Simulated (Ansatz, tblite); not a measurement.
Removing an electron: (H2Al-mu-H)2 (Al₂H₆). Charge 0, multiplicity 1. Geometry: PBE0-D4/def2-TZVP. Ansatz, gas phase; energy differences of separate SCF runs; the oxidised species was run as a doublet alone.

| atom | x (Å) | y (Å) | z (Å) |
| --- | --- | --- | --- |
| Al1 | -0.0367 | -1.1694 | -0.5648 |
| H2 | 1.3650 | -1.8531 | -0.8011 |
| H3 | -1.4683 | -1.7252 | -0.9252 |
| H4 | 0.0621 | 0.5012 | -1.0424 |
| Al5 | 0.0355 | 1.1697 | 0.5642 |
| H6 | 1.4748 | 1.7090 | 0.9183 |
| H7 | -1.3574 | 1.8683 | 0.8093 |
| H8 | -0.0749 | -0.5005 | 1.0418 |

The xTB rows come from tblite. Correlated methods freeze 10 core orbitals. In CCSD on the charge 1 doublet the largest single amplitude is 0.28, so its Hartree–Fock determinant may place the open shell otherwise than the density functionals do.

(1) Estimate orbital energies and vertical ionisation energies at: GFN1-xTB; GFN2-xTB; PBE-D4/def2-TZVP; r2SCAN-D4/def2-TZVP; PBE0-D4/def2-TZVP; CCSD/def2-TZVPP; CCSD(T)/def2-TZVPP.

Results:

(1) 
```json
{"level": "GFN1-xTB", "−HOMO (eV)": "12.10", "vertical IE (eV)": "14.89", "−LUMO (eV)": "5.76", "HOMO–LUMO gap (eV)": "6.34", "remarks": "–"}
{"level": "GFN2-xTB", "−HOMO (eV)": "11.35", "vertical IE (eV)": "14.09", "−LUMO (eV)": "7.24", "HOMO–LUMO gap (eV)": "4.11", "remarks": "–"}
{"level": "PBE-D4/def2-TZVP", "−HOMO (eV)": "7.35", "vertical IE (eV)": "10.15", "−LUMO (eV)": "1.89", "HOMO–LUMO gap (eV)": "5.46", "remarks": "–"}
{"level": "r2SCAN-D4/def2-TZVP", "−HOMO (eV)": "7.67", "vertical IE (eV)": "10.34", "−LUMO (eV)": "1.53", "HOMO–LUMO gap (eV)": "6.14", "remarks": "–"}
{"level": "PBE0-D4/def2-TZVP", "−HOMO (eV)": "8.62", "vertical IE (eV)": "10.63", "−LUMO (eV)": "1.12", "HOMO–LUMO gap (eV)": "7.50", "remarks": "–"}
{"level": "CCSD/def2-TZVPP", "−HOMO (eV)": "–", "vertical IE (eV)": "11.39", "−LUMO (eV)": "–", "HOMO–LUMO gap (eV)": "–", "remarks": "large T1 (0.064) (+1 doublet), spin-contaminated (⟨S²⟩ 0.85) (+1 doublet)"}
{"level": "CCSD(T)/def2-TZVPP", "−HOMO (eV)": "–", "vertical IE (eV)": "11.34", "−LUMO (eV)": "–", "HOMO–LUMO gap (eV)": "–", "remarks": "large T1 (0.064) (+1 doublet), spin-contaminated (⟨S²⟩ 0.85) (+1 doublet)"}
```

Relaxing the oxidised species (PBE0-D4/def2-TZVP) changes its energy by -1.54 eV at PBE0-D4/def2-TZVP, so the adiabatic ionisation energy to this nearest minimum is 9.09 eV. On the way the bond Al1–H2 breaks and the bond Al5–H6 breaks. At PBE-D4/def2-TZVP it is 8.97 eV. In the charge 1 doublet, H2 and H6 lie 0.77 Å apart (atoms count from 1), so H2 has formed as a molecule. Run but left out: HF/def2-TZVPP, MP2/def2-TZVPP (charge +1 doublet: a determinant that CCSD turns far, T1 0.064).  Raw xTB energy differences between charge states are shifted by several eV; the methods need an empirical correction for them.
